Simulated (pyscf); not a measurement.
Substitution at Zn: CH₃• + H₃C–ZnH -> H₃C–ZnH + CH₃•

Gas phase, doublet surface, charge 0. Bonds broken: Zn2–C7. Bonds formed: C1–Zn2. Single points on ωB97X-D3(BJ)/def2-SVP structures (PySCF, gas phase).

Transition state (Å):

```xyz
10

C     -1.7275    -0.8364    -0.1593
Zn    -0.9766     1.0173     0.4333
H     -0.9820    -1.6396    -0.1688
H     -2.1832    -0.6899    -1.1484
H     -2.4842    -0.9758     0.6299
H     -1.4513     2.2076     1.3379
C      0.6936     0.5604    -0.7290
H      0.4562     0.0875    -1.6887
H      1.1012     1.5771    -0.8522
H      1.3439    -0.0739    -0.1108
```

One imaginary mode, 281i cm⁻¹; descent along it reached the two sides named, in the forms told below.

| bond | change | reactant side (Å) | saddle | product side |
|---|---|---|---|---|
| Zn2–C7 | breaks | 1.957 | 2.086 | 2.526 |
| C1–Zn2 | forms | 2.527 | 2.086 | 1.957 |

Electronic energies relative to the separated reactants (kcal/mol):

```tsv
level	barrier	reaction energy	reverse barrier
ωB97X-D3(BJ)/def2-TZVP	-0.2	0.0	-0.2
PBE/def2-TZVP	-3.0	0.0	-3.0
r²SCAN/def2-TZVP	-1.6	0.0	-1.6
B3LYP-D3(BJ)/def2-TZVP	-0.3	0.0	-0.3
PBE0-D3(BJ)/def2-TZVP	-0.8	0.0	-0.8
M06-2X/def2-TZVP	0.5	0.0	0.5
ωB97M-D3(BJ)/def2-TZVP	1.7	0.0	1.7
HF/def2-TZVP	18.4	0.0	18.4
```

With ωB97M-D3(BJ)/def2-TZVP energies and thermal terms (ideal gas, 1 atm, RRHO with modes under 100 cm⁻¹ raised to 100, one conformer, R ln 2 for chiral ones without a mode under 150 cm⁻¹), in kcal/mol:

| T (K) | ΔH‡ | ΔG‡ | ΔH | ΔG |
|---|---|---|---|---|
| 298 | 3.0 | 11.8 | 0.0 | 0.0 |
| 600 | 3.2 | 20.6 | 0.0 | 0.0 |
| 900 | 3.6 | 29.2 | 0.0 | 0.0 |
| 1200 | 4.1 | 37.7 | 0.0 | 0.0 |

On the reactant side the descent ends in a complex, 4.6 kcal/mol under the separated species and 4.4 kcal/mol under the saddle at ωB97X-D3(BJ)/def2-TZVP. On the product side the descent ends in a complex, 4.6 kcal/mol under the separated species and 4.4 kcal/mol under the saddle at ωB97X-D3(BJ)/def2-TZVP. At ωB97X-D3(BJ)/def2-TZVP, PBE, r²SCAN, B3LYP-D3(BJ), PBE0-D3(BJ) the saddle lies under the separated reactants, which points to a path from their complex (located at ωB97X-D3(BJ) alone). At ωB97X-D3(BJ)/def2-TZVP, PBE, r²SCAN, B3LYP-D3(BJ), PBE0-D3(BJ) the saddle lies under the separated products, which points to a path from their complex (located at ωB97X-D3(BJ) alone). This is the saddle that the search found; another between the same sides may lie lower. The angle at the attacked Zn is 86° (front-side attack). Elements up to Kr have no core potential and no relativistic terms here.
